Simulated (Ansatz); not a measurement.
Energy needed to pull apart C₂H₅F (SMILES CCF), closed shell, into free ground-state atoms, from the structure below (displaced at random from a GFN2-xTB minimum); no zero-point or spin–orbit terms; open-shell atoms are treated unrestricted, in their ground-state multiplicity.

C1  (-0.472, 0.589, -0.278)
C2  (0.393, -0.650, 0.233)
F3  (1.733, -0.246, 0.544)
H4  (-1.579, 0.265, -0.536)
H5  (0.019, 1.001, -1.197)
H6  (-0.545, 1.447, 0.532)
H7  (0.465, -1.458, -0.532)
H8  (-0.054, -1.080, 1.197)
(Å)

Ansatz 0.2.0; basis: def2-TZVPP; cores frozen in the correlated methods.

| method | atomization energy (kJ/mol) |
| --- | --- |
| PBE-D4 | 3038 |
| BLYP-D4 | 2980 |
| r2SCAN-D4 | 2976 |
| PBE0-D4 | 2976 |
| r2SCAN0-D4 | 2928 |
| wB97M-V | ? |
| HF | ? |
| MP2 | 2936 |
| CCSD | 2871 |
| CCSD(T) | 2908 |

What does wB97M-V give? (To be estimated.)

Computed: 2975 kJ/mol, which is about 68 kJ/mol more than CCSD(T)/def2-TZVPP.

What does HF give? (Judge from chemistry; the value comes from the calculation.)

By the calculation: 2204 kJ/mol, which is about 703 kJ/mol less than CCSD(T)/def2-TZVPP.

In triple zeta the MP2 and coupled-cluster atomization energies are still short of their basis limit by a few kcal/mol a bond, whereas those of the functionals are nearly converged, so these differences are not deviations from converged CCSD(T).

No T1 diagnostic of these runs exceeds 0.011.

For scale, one of the runs: CCSD(T)/def2-TZVPP forces, 163 basis functions (an equivalent command: `ansatz run in.yaml --threads 4`). Time: 49 s of wall clock on 4 CPU threads; the host was shared. Peak host memory: 2.6 GiB.
